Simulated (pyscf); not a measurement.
Optimised with ωB97X-D3(BJ)/def2-SVP in PySCF.

How much does it cost (ΔH, 298 K, ωB97M-D3(BJ)/def2-TZVP) to split `[NH2][Zr]([NH2])([NH2])[SH]` at its S–Zr bond into [H₂N–Zr(NH₂)–NH₂]• + SH•?

S–Zr to [H₂N–Zr(NH₂)–NH₂]• + SH•: 3.98 eV. The 7 functionals that were run give +3.90 (M06-2X) to +4.33 eV (ωB97X-D3(BJ)/def2-TZVP). The radicals are drawn with the spin at the cut bond; how far it spreads was not checked. Other isomers of [H₂N–Zr(NH₂)–NH₂]• were not searched in full and may lie lower. Left out: the spin-orbit lowering of SH. Open-shell species with a d-block atom are single-reference here; other states, and whether the spin sits on metal or ligand, were not checked. Elements past Kr carry the def2 core potentials, without spin-orbit coupling.
